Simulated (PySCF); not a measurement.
AlCl2H: core ionisation energies

Species: AlCl2H.
Bonds: Al1–Cl2, Al1–Cl3. Hydrogens: H4 on Al1.

Theory: delta-SCF UKS SCAN, pcX-2 on the ionised atom, pcseg-1 elsewhere, spin-free X2C in PySCF 2.14.0. Binding energies are ΔSCF values: E(core-ionised, relaxed orbitals) − E(ground state) at a fixed geometry, referred to the vacuum level.

Q: What binding energy does each computed site have?

A: 
```csv
atom(s),environment,level,binding energy (eV),2p1/2 (eV),count
Cl2/Cl3,chlorine bonded to Al,Cl 2p3/2,206.22,207.87,2
Al1,aluminium bonded to 2 Cl and H,Al 1s,1569.04,–,1
Cl2/Cl3,chlorine bonded to Al,Cl 1s,2828.82,–,2
```

Q: Which effective nuclear charge Zeff reproduces each element's mean 1s value in the hydrogen-like formula E = 13.606 eV × Zeff²?

A: Al (Z = 13): mean 1569.0 eV, Zeff = 10.74, Z − Zeff = 2.26; Cl (Z = 17): mean 2828.8 eV, Zeff = 14.42, Z − Zeff = 2.58. Means run over the listed sites, weighted by atom count.

Q: What is the longest wavelength that can ionise Cl 2p3/2 of Cl2/Cl3 vertically?

A: λ = hc/E = 12398.42 eV Å / 206.22 eV = 60.122 Å.

Atoms equivalent by their bonding share one computed value, that of the first of them. Spin–orbit coupling isn't in the SCF: each 2p doublet comes from a relaxed spin-free hole plus a matrix of the shell (mean-field spin–orbit coupling and the ground-state 2p splitting), with 2p3/2 averaged over its two sublevels. 2p1/2 minus 2p3/2 (ligand field included): Cl 1.65 eV. Isolated species at its PBE0-D3(BJ)/def2-SVP geometry, gas phase.
